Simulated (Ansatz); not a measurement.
Basis-set extrapolation for `BBCl` (PBE0-D4/def2-TZVP geometry, frozen core, Ansatz). Multiplicity 1, RHF reference.

|  | def2-TZVPP | def2-QZVPP |
| --- | --- | --- |
| HF | -510.638859 | -510.653993 |
| MP2 correlation | -0.384369 | -0.416489 |
| CCSD(T) correlation | -0.444251 | not run |

Energies in hartree. Use E(X) = E(∞) + A·exp(−7.88·√X) for Hartree–Fock and E(X) = E(∞) + B·X^(−2.97) for correlation, with X = 3 and 4, and add CCSD(T) minus MP2 of the smaller set to the MP2 limit.

Problem. What is the CCSD(T) energy at the basis-set limit?

Solution. HF limit: -510.653993 + (-0.015134) × 0.13774 = -510.65608. MP2 limit: -0.416489 + (-0.032120) × 0.74074 = -0.44028. Higher-order term: -0.444251 − (-0.384369) = -0.05988. Total: -511.15624 hartree, 45.9 kcal/mol below CCSD(T)/def2-TZVPP.
